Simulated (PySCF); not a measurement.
Gas-phase reaction: 2 H2BNH2 = 2 BH + N2 + 3 H2

Method: PySCF energies plus ideal-gas RRHO corrections (1 bar). † marks an energy on the PBE0/def2-TZVP geometry and frequencies; other levels use their own. CCSD(T) freezes the core. 6-31G* has spherical d functions here. All species are closed-shell singlets. H2BNH2: computed as isolated molecules; such fragments, hydroxides, amides, oligomers or adducts are transient or little studied in the gas. CCSD(T) isn't extrapolated to the basis-set limit.

ωB97M-V/def2-TZVP† gives ΔH°(298 K) = 1086 kJ.

Q: What do CCSD(T)/def2-TZVPP†, HF/6-31G*, CCSD(T)/def2-SVP† give?

A: CCSD(T)/def2-TZVPP†: 1023 kJ; HF/6-31G*: 987 kJ; CCSD(T)/def2-SVP†: 1028 kJ. For scale, ΔH°(298 K) is 1086 kJ at this level, 1099 kJ at ωB97X-V/def2-TZVP†, and runs from 970 to 1445 kJ over the 20 levels computed.
